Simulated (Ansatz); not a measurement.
Mulliken charges of AlBH₆Si, SMILES `[BH2][AlH][SiH3]` from r2SCAN/def2-TZVPP in Ansatz (PBE0-D4/def2-TZVP geometry).

```csv
atom,x (Å),y (Å),z (Å),charge (e)
B1,-1.145,1.030,-1.599,-0.081
Al2,0.282,0.911,-0.051,0.398
Si3,0.659,-1.208,1.153,0.012
H4,-0.883,0.771,-2.742,0.012
H5,-2.292,1.325,-1.405,0.012
H6,1.173,2.165,0.370,-0.156
H7,1.972,-1.794,0.751,-0.066
H8,-0.382,-2.238,0.875,-0.065
H9,0.703,-1.007,2.631,-0.065
```

Task: By hand: the dipole of these point charges (1 e Å = 4.8032 D).

Result: Σ q r = (-0.159, 0.281, -0.262) e Å, of length 0.416 e Å = 2.00 D.

Task: How does the dipole of the full density compare? (An estimate is asked.)

Result: The calculation gave: (-0.056, 0.064, -0.070) e Å, 0.53 D; the point charges give 3.77 times that, at 9° from its direction.

Point charges leave out the atoms' own dipoles, such as those of lone pairs, and Mulliken's split depends on the basis, so the two needn't agree.
